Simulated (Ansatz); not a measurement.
Ansatz (an electronic-structure program) input:
A basis named .json is the Basis Set Exchange file of that set.

Ansatz 0.2 input:
```yaml
crystal:
  periodic: [false, false, false]
  atoms:
    - {symbol: C, position_ang: [1.01507197, -0.58561759, 0.00621102]}
    - {symbol: C, position_ang: [2.42102843, -0.10465548, 0.00237052]}
    - {symbol: C, position_ang: [0.03438900, 0.59146367, -0.00567664]}
    - {symbol: H, position_ang: [0.81158166, -1.19058228, 0.89273520]}
    - {symbol: H, position_ang: [0.81257307, -1.20754575, -0.86872628]}
    - {symbol: Cl, position_ang: [-1.68292060, 0.01861049, -0.00112644]}
    - {symbol: H, position_ang: [2.92912026, 0.11926184, -0.92547672]}
    - {symbol: H, position_ang: [2.92807801, 0.13709513, 0.92630458]}
    - {symbol: H, position_ang: [0.15218135, 1.21766313, 0.87507589]}
    - {symbol: H, position_ang: [0.15317941, 1.20058596, -0.89819258]}
basis:
  gaussian:
    orbitals: aug-cc-pV_T+d_Z.json
    fitting: {mean_field: def2-universal-jkfit, correlation: aug-cc-pVTZ-RIFIT.json}
magnetization: {spin_polarized: true, initial_magnetization: 1}
correlation: {method: mp2, electrons: outside_noble_gas}
```

**Question.** Predict the final energy.

**Answer.** -577.31174 Eh (RI-MP2/aug-cc-pV(T+d)Z). The basis has 331 functions.

It need not be the lowest isomer of its formula.
